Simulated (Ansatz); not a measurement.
## BN (boron nitride): methods side by side

The species is BN (2 atoms), meant as a triplet with charge 0. As SMILES, `B#N`. The shape is that of a PBE0-D4/def2-TZVP optimisation.

```xyz
2

B     0.0000    0.0000   -0.0235
N     0.0000    0.0000    1.2919
```

Quantity: the energy change with the B1–N2 bond stretched from 1.315 to 3.171 Å, in eV. The values are calculated.

```csv
level,kind,program,value (eV),less FCI/6-31G,CPU time (all runs)
UHF/6-31G,Hartree–Fock,Ansatz,1.37,-1.84,0.24 s
UBHLYP/6-31G,global hybrid,Ansatz,3.38,+0.17,0.91 s
RPA@PBE/6-31G,RPA,Ansatz,2.92,-0.29,2.4 s
UMP2/6-31G,perturbation theory,Ansatz,3.32,+0.11,0.33 s
UCCSD(T)/6-31G,coupled cluster or CI,Ansatz,3.19,-0.02,0.65 s
UCCSDT(Q)/6-31G,coupled cluster or CI,Ansatz,3.21,0.00,3.5 s
FCI/3-21G,exact in the basis,Ansatz,3.21,0.00,12 s
FCI/6-31G,exact in the basis,Ansatz,3.21,0.00,8.7 s
```

FCI/6-31G is exact within its basis and frozen core, so for wave-function methods in that basis the difference is their error; functionals converge differently with the basis, so for them it is only a difference. The first shape isn't each level's own minimum. The values span 1.37 to 3.38 eV. Spin contamination of the reference (⟨S²⟩ at least 0.1 too high) touches UHF/6-31G, UBHLYP/6-31G, RPA@PBE/6-31G, UMP2/6-31G, UCCSD(T)/6-31G, UCCSDT(Q)/6-31G. All rows use very small basis sets, so none should be taken for the real molecule's value. In so small a basis fixed costs decide the times, and correlated methods can beat functionals. Times are those of the runs behind each value, whatever else they computed, on shared processors of several kinds: orders of magnitude only.
